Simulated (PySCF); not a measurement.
Species: C5H6Cl (charge +1).
Geometry (GFN2-xTB, Å), atoms numbered from 1 in this order:
```xyz
12
C5H6Cl angstrom
C      2.3150   -0.8261    0.8345
C      1.1967   -0.4483    0.5837
C     -0.0930    0.0077    0.3003
C     -0.2596    1.3653   -0.2272
C     -1.2497   -0.8150    0.6921
Cl    -1.0565   -1.4403   -1.0018
H      3.2931   -1.1460    1.0668
H      0.4836    1.6075   -0.9865
H     -1.2645    1.5509   -0.5985
H     -0.0787    2.0555    0.6060
H     -1.0834   -1.6063    1.4188
H     -2.2019   -0.3055    0.8152
```

Four sets of settings were typed for PySCF runs (density fitting) on one GFN2-xTB geometry. Runs with no stated cap are allowed at least 80 cycles.

**Question.** One run ended without self-consistency. Which?
A. HSE06/def2-TZVP, grid level 3
B. PBE0/aug-cc-pVDZ, fitting basis def2-universal-jfit, DIIS off, at most 94 cycles
C. wB97X-D/def2-SVP
D. PBE0/3-21G, level shift 0.2 Eh, start guess huckel

**Answer.** B. The energy swings between two values 26 Eh apart, cycle after cycle, with a gradient of 9.7e+00 at cycle 94; DIIS was off. Go back to DIIS and the usual fitting basis. Its energy and orbitals aren't self-consistent and shouldn't be used.

The end of its output:
```
cycle  86  E = -522.2456905909  dE = -2.647e+01  |g| = 9.725e+00  |ddm| = 4.990e+02
cycle  87  E = -495.7785079995  dE =  2.647e+01  |g| = 1.284e+01  |ddm| = 4.990e+02
cycle  88  E = -522.2456905909  dE = -2.647e+01  |g| = 9.725e+00  |ddm| = 4.990e+02
cycle  89  E = -495.7785079995  dE =  2.647e+01  |g| = 1.284e+01  |ddm| = 4.990e+02
cycle  90  E = -522.2456905909  dE = -2.647e+01  |g| = 9.725e+00  |ddm| = 4.990e+02
cycle  91  E = -495.7785079995  dE =  2.647e+01  |g| = 1.284e+01  |ddm| = 4.990e+02
cycle  92  E = -522.2456905909  dE = -2.647e+01  |g| = 9.725e+00  |ddm| = 4.990e+02
cycle  93  E = -495.7785079995  dE =  2.647e+01  |g| = 1.284e+01  |ddm| = 4.990e+02
cycle  94  E = -522.2456905909  dE = -2.647e+01  |g| = 9.725e+00  |ddm| = 4.990e+02
SCF not converged, last energy = -522.2456905909
```

The others met their thresholds:

```tsv
settings	basis functions	SCF cycles	E (Eh)	HOMO (eV)	LUMO (eV)
wB97X-D/def2-SVP	118	15	-653.5861	-15.57	-6.80
HSE06/def2-TZVP, grid level 3	228	14	-653.6789	-13.25	-8.83
PBE0/3-21G, level shift 0.2 Eh, start guess huckel	70	16	-650.2726	-13.89	-8.65
```

wB97X-D ran without the empirical dispersion term, which would shift the total energy alone. Cycle counts include a coarse-grid stage where the run had one.
